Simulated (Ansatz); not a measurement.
**Isomers**

Structures of SiH$_{2}$O$_{2}$, closed shell, relaxed at PBE0-D4/def2-TZVP (vibrations not checked; lower isomers may exist, and structures with a doubtful reference or unclear bonds are left out). Program: Ansatz 0.2.0. Basis: def2-TZVPP. Cores are frozen in the correlated methods. B3LYP uses VWN-RPA correlation.

**Question.** Rank them by CCSD(T) energy, lowest first, and give each one's height above the lowest. Links in brackets join atoms within 1.22 times the sum of their covalent radii (1.1 for two metals). (To be estimated.)
A.
SiH₂O₂ ([O]1[OH][SiH]1)
```
5
angstrom
O -0.8389 1.2691 -0.4137
Si -0.5912 -0.2455 0.4546
O 0.3409 0.6399 -1.0098
H -1.2987 -1.1481 -0.5577
H 1.0654 1.1891 -0.6737
```
B.
SiH₂O₂ ([OH][Si][OH])
```
5
angstrom
O -1.4432 -0.1056 -0.2750
Si -0.2120 -0.7913 0.5677
O 1.0360 0.1875 0.0686
H -1.2319 0.6489 -0.8361
H 1.9011 -0.0131 0.4334
```
C.
a complex of H₂O + SiO
```
5
angstrom
O 0.3695 -0.5363 1.7142
Si -0.6757 -1.1612 0.8004
O 0.2163 0.2625 -0.8882
H 0.7607 0.5892 -0.1553
H -0.2510 1.0186 -1.2574
```

**Answer.** The calculation gives: B (0.000 eV), C (1.451 eV), A (5.442 eV). Heights count from the lowest.

**Question.** Do PBE-D4, r2SCAN-D4, PBE0-D4, B3LYP-D4, wB97M-V, HF, MP2 give the same order? (Judge from chemistry; the calculation decides.)

**Answer.** By the calculation: All do.

T1 diagnostic: at most 0.020.

For scale, one of the runs: CCSD(T)/def2-TZVPP, 132 basis functions, launched by `ansatz run in.yaml --threads 2 --pin off --events-out ev --progress --plain --max-ram 4352MiB`. The run took 11 s on 2 CPU threads of an Arm Neoverse V1 (shared host), with 0.66 GiB of host memory at its peak.
